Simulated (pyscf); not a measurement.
Elementary routes open to HO–PH₂ (SMILES OP) + SiH₄ (SMILES [SiH4]) in the gas phase (singlet surface):
A. PH₃ (SMILES P) + HO–SiH₃ (SMILES O[SiH3]) (O–P, H–Si broken; H–P, O–Si formed)
B. HO–PH–SiH₃ (SMILES OP[SiH3]) + H₂ (SMILES [H][H]) (H–P, H–Si broken; P–Si, H–H formed)

Optimised with ωB97X-D3(BJ)/def2-SVP in PySCF.

**Question.** Rank the routes by free-energy barrier at 298 K, lowest first, for ωB97M-D3(BJ)/def2-TZVP energies (ideal gas, 1 atm, RRHO with modes under 100 cm⁻¹ raised to 100, one conformer, R ln 2 for chiral ones without a mode under 150 cm⁻¹).

**Answer.** A (192.3 kJ/mol), B (327.5 kJ/mol)

Route A is the fastest of these, ahead of the next by 135.3 kJ/mol. The most stable products are those of A (ΔG = -102.3 kJ/mol), so kinetics and thermodynamics agree. At 1200 K A is still the fastest. Only these routes are compared; each barrier is that of the saddle found, and lower ones may exist.
